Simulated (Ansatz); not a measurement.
The input, for Ansatz 0.2.0:

```yaml
crystal:
  periodic: [false, false, false]
  atoms:
    - {symbol: F, position_ang: [0.000000, 0.000000, 0.000000]}
    - {symbol: F, position_ang: [0.000000, 0.000000, 1.420608]}
basis:
  gaussian: {orbitals: 6-31G}
magnetization: {spin_polarized: true, initial_magnetization: 0}
correlation: {method: ccsdtq, electrons: outside_noble_gas}
```

```sh
$ ansatz run in.yaml --threads 1 --pin off --events-out ev --progress --plain --max-ram 4096MiB --backend cpu
```

Log:

```
270 factors; integrals over basis functions are off by at most 2.1e-8 eV
mean field evaluation 1: about -5405.0134 eV, gradient 9.4e0 eV
mean field evaluation 2: about -5405.0209 eV, gradient 9.3e0 eV
mean field evaluation 4: about -5405.4330 eV, gradient 7.6e-1 eV
mean field evaluation 8: about -5405.4342 eV, gradient 4.7e-4 eV
mean field evaluation 16: about -5405.8080 eV, gradient 7.8e-2 eV
mean field evaluation 32: about -5405.4342 eV, gradient 3.4e-6 eV
mean field -5405.80809072 eV, -198.6597831456 hartree, gradient 1.9e-6 eV, S^2 0.410724; 4 other end points of the search recorded, 0 dependent functions left out
determinant -5405.80809072 eV, -198.6597831456 hartree, with singles and doubles -5412.77138565 eV, -198.9156795144 hartree
determinant -5402.89903647 eV, -198.5528773740 hartree, with singles and doubles -5408.93211966 eV, -198.7745890917 hartree
determinant -5405.43420785 eV, -198.6460432037 hartree, with singles and doubles -5412.76436290 eV, -198.9154214330 hartree
determinant -5405.80809072 eV, -198.6597831456 hartree, with singles and doubles -5412.76570193 eV, -198.9154706415 hartree
determinant -5405.43420785 eV, -198.6460432037 hartree, with singles and doubles -5412.76435488 eV, -198.9154211385 hartree
mean field evaluation 64: about -5405.4272 eV, gradient 9.5e-2 eV
2 core orbitals not correlated: weight in the atoms' cores, before any rotation towards them, 1.000 or more for the frozen orbitals, at most 0.000 for the correlated occupied ones
reference -5405.43420785 eV, -198.6460432037 hartree; 7, 7 occupied and 9, 9 virtual orbitals, 270 factors
second order -7.21705926 eV of doubles, -0.00000000 eV of singles
cycle   1  -6.97447661 eV  change    2.4e-1 eV  update   6.8e-2
cycle   2  -7.35970867 eV  change   -3.9e-1 eV  update   3.4e-2
cycle   3  -7.51106335 eV  change   -1.5e-1 eV  update   1.6e-2
cycle   4  -7.51719280 eV  change   -6.1e-3 eV  update   4.2e-3
cycle   5  -7.52001151 eV  change   -2.8e-3 eV  update   2.0e-3
cycle   6  -7.51874768 eV  change    1.3e-3 eV  update   1.2e-3
cycle   7  -7.51876182 eV  change   -1.4e-5 eV  update   7.4e-4
cycle   8  -7.51968673 eV  change   -9.2e-4 eV  update   2.6e-4
cycle   9  -7.51971190 eV  change   -2.5e-5 eV  update   8.2e-5
cycle  10  -7.51968832 eV  change    2.4e-5 eV  update   2.8e-5
cycle  11  -7.51970589 eV  change   -1.8e-5 eV  update   1.2e-5
cycle  12  -7.51969266 eV  change    1.3e-5 eV  update   4.5e-6
cycle  13  -7.51969306 eV  change   -4.0e-7 eV  update   1.6e-6
cycle  14  -7.51969456 eV  change   -1.5e-6 eV  update   5.5e-7
cycle  15  -7.51969461 eV  change   -5.1e-8 eV  update   1.8e-7
Total energy: -5412.95390246 eV, -198.9223868834 hartree
```

For the same geometry and basis full CI lies 1.7 meV lower.

Ran on 1 thread of AMD EPYC 7R13, shared host: 2.7 min wall, 0.95 GiB peak host memory.
